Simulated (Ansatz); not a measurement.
Abridged output of a molecular run in Ansatz:

```
Functional definition: HF
944 factors; integrals over basis functions are off by at most 9.9e-4 eV
mean field evaluation 1: about -12115.0199 eV, gradient 4.0e1 eV
mean field evaluation 2: about -12115.1431 eV, gradient 4.0e1 eV
mean field evaluation 4: about -12118.1598 eV, gradient 2.6e0 eV
mean field evaluation 8: about -12118.1933 eV, gradient 1.8e-1 eV
mean field -12118.19338069 eV, -445.3353927340 hartree, gradient 1.6e-6 eV, S^2 0.000000; 0 other end points of the search recorded, 0 dependent functions left out
7 core orbitals not correlated: weight in the atoms' cores, before any rotation towards them, 1.000 or more for the frozen orbitals, at most 0.000 for the correlated occupied ones
reference -12118.19338069 eV, -445.3353927340 hartree; 10, 10 occupied and 143, 143 virtual orbitals, 944 factors
second order -16.11449346 eV of doubles, -0.00000000 eV of singles
cycle   1  -16.32665237 eV  change   -2.1e-1 eV  update   7.9e-2
cycle   2  -16.67495224 eV  change   -3.5e-1 eV  update   2.3e-2
cycle   3  -16.75657048 eV  change   -8.2e-2 eV  update   1.1e-2
cycle   4  -16.74816210 eV  change    8.4e-3 eV  update   2.5e-3
cycle   5  -16.74737736 eV  change    7.8e-4 eV  update   1.1e-3
cycle   6  -16.74786235 eV  change   -4.8e-4 eV  update   3.3e-4
cycle   7  -16.74770122 eV  change    1.6e-4 eV  update   1.1e-4
cycle   8  -16.74765854 eV  change    4.3e-5 eV  update   3.4e-5
cycle   9  -16.74766613 eV  change   -7.6e-6 eV  update   1.3e-5
perturbative correction -0.51588377 eV, -0.0189583788 hartree
Total energy: -12135.45693059 eV, -445.9698164911 hartree
```

Its atoms:

Z-matrix (Å, degrees):
```
Si
F 1 1.605
N 1 1.695 2 114.6
H 1 1.479 2 105.8 3 -119.3
H 1 1.479 2 105.8 3 119.3
H 3 1.006 1 122.0 2 77.5
H 3 1.006 1 122.0 2 -77.5
```

**Question.** Which basis set was used?
A. cc-pV(D+d)Z
B. def2-TZVPP
C. def2-SVP
D. def2-SVPD

**Answer.** B. It gives 160 functions.

**Question.** Write the keys of the input that set method, charge and spin (a neutral closed shell needs none for the last two).

**Answer.** 
```yaml
correlation: {method: ccsd_t}
```
